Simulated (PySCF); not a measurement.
# Gas-phase XPS of `C#CP1C=C1`, computed

Species: C₄H₃P.
Cartesian coordinates in Å at the GFN2-xTB level; atoms count from 1:
```
atom  x, y, z in Å
C1     1.9616    1.2447   -0.1407
C2     1.2568    0.3006    0.1037
P3     0.3525   -1.1771    0.5182
C4    -1.1430   -0.9219   -0.5240
C5    -1.3368   -0.4642    0.6849
H6     2.5422    2.0918   -0.3682
H7    -1.5866   -1.0664   -1.4839
H8    -2.0378    0.0019    1.3411
```

Theory: PySCF, delta-SCF UKS SCAN, pcX-2 on the ionised atom, pcseg-1 elsewhere, spin-free X2C. Each binding energy is the total energy of the core-ionised species, with the hole localised on one atom, minus that of the ground state; both are solved self-consistently, so orbital relaxation is included.

Question: Give the core binding energies atom by atom.

Answer: 
| atom(s) | bonded to | level | binding energy (eV) | 2p1/2 (eV) | above the level's lowest (eV) | count |
| --- | --- | --- | --- | --- | --- | --- |
| P3 | 3 C | P 1s | 2150.83 | – | 0.00 | 1 |
| C4/C5 | C (double bond), H and P | C 1s | 290.84 | – | +0.79 | 2 |
| C2 | C (triple bond) and P | C 1s | 290.13 | – | +0.08 | 1 |
| C1 | C (triple bond) and H | C 1s | 290.05 | – | 0.00 | 1 |
| P3 | 3 C | P 2p3/2 | 137.06 | 137.95 | 0.00 | 1 |

Lowest listed C 1s: C1, bonded to C (triple bond) and H. Highest, 0.79 eV above it: C4/C5, bonded to C (double bond), H and P. The widest gap between neighbouring values is 0.71 eV, between 290.13 and 290.84 eV. Summing the Pauling electronegativity differences to the bonded atoms, each weighted by its formal bond order, gives -0.35 for the lowest site and -0.71 for the highest; the largest sum, -0.35, belongs to C1, 0.79 eV below the top. The smallest sum, -0.71, belongs to C4/C5, 0.79 eV above the lowest.

Question: Express the binding energy of C 1s of C4/C5 in atomic units and per mole.

Answer: 290.84 eV = 10.6882 Eh = 28062 kJ/mol.

Question: Which photon energy gives electrons from C 1s of C4/C5 a kinetic energy of 20 eV, and what is their de Broglie wavelength?

Answer: hν = 290.84 + 20 = 310.84 eV, recoil neglected; λ = 12.264 Å/√(E/eV) = 2.74 Å.

The first atom of each set that the bonding makes equivalent was ionised and stands for the set. The unrestricted hole states depart most from a pure doublet (⟨S²⟩ = 0.75; over 0.85 named) for C 1s of C2 (0.86), which makes this value less certain. Spin–orbit and ligand-field terms were added within each 2p shell after the spin-free SCF. 2p1/2 minus 2p3/2 (ligand field included): P 0.89 eV. Geometry: GFN2-xTB; no solvent, vibrations or thermal averaging.
